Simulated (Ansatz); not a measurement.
Saddle point of SiH7OF, closed shell (SiH₄ + H₂O + HF → SiH₃F ([F][SiH3]) + H₂O + H₂; bonds formed: Si1–F7, H2–H8, H6–O9; bonds broken: Si1–H2, H6–F7, H8–O9), PBE0-D4/def2-TZVP structure:

```csv
atom,x (Å),y (Å),z (Å)
Si1,-0.6644,0.5365,-0.9402
H2,-0.0587,-0.9278,-0.4727
H3,-1.2851,-0.3485,-2.0023
H4,-1.8991,0.9857,-0.2464
H5,0.1039,1.4551,-1.8189
H6,0.9773,0.1689,1.2105
F7,0.3167,1.1643,0.4615
H8,0.5285,-1.0306,0.3665
O9,1.2099,-0.8330,1.3260
H10,0.7710,-1.1706,2.1161
```

Energies are electronic, without zero-point energy. Barriers and step energies count from the start structure reached by relaxing down the imaginary mode; all methods use the PBE0-D4 structures, on which another method's saddle can fall below an end. Program: Ansatz 0.2.0. Basis: def2-TZVPP, with def2-QZVPP for the basis limit. Cores are frozen in the correlated methods. B3LYP uses VWN-RPA correlation. Extrapolation: Hartree–Fock as exp(−7.88 √X), correlation as X^−2.97.

| method | barrier (eV) | step energy (eV) |
| --- | --- | --- |
| SPW92 | ? | -0.486 |
| PBE-D4 | 1.064 | -0.642 |
| BLYP-D4 | 1.228 | -0.777 |
| r2SCAN-D4 | 1.130 | -0.783 |
| B97M-V | 1.257 | -0.793 |
| PBE0-D4 | 1.266 | -0.658 |
| B3LYP-D4 | 1.361 | -0.774 |
| r2SCAN0-D4 | 1.295 | -0.763 |
| BHLYP-D4 | 1.576 | -0.809 |
| CAM-B3LYP-D4 | 1.361 | -0.769 |
| wB97X-V | 1.422 | -0.772 |
| wB97M-V | ? | -0.783 |
| B2PLYP | 1.449 | -0.796 |
| PBE-QIDH | ? | -0.729 |
| RPA on PBE | 1.547 | -0.794 |
| HF | 2.228 | -0.896 |
| MP2 | 1.478 | -0.820 |
| CCSD | 1.660 | -0.775 |
| CCSD(T) | 1.544 | -0.767 |

Problem. Fill in the withheld barriers. (To be estimated.)

Solution. Computed: SPW92 0.586; wB97M-V 1.384; PBE-QIDH 1.420 eV. Each is the energy of the saddle less that of the start structure, by the same method.

For comparison, the barrier by CCSD(T) at an estimated basis limit (MP2 extrapolated from triple and quadruple zeta, plus CCSD(T) − MP2 in triple zeta) is 1.520 eV.

T1 diagnostic: at most 0.012.

Labels in which every atom is bracketed show which atoms are joined, not bond orders.

For scale, one of the runs: CCSD(T)/def2-TZVPP, 202 basis functions (an equivalent command: `ansatz run in.yaml --threads 4`). Time: 41 s of wall clock on 4 CPU threads; the host was shared. Peak host memory: 2.6 GiB.
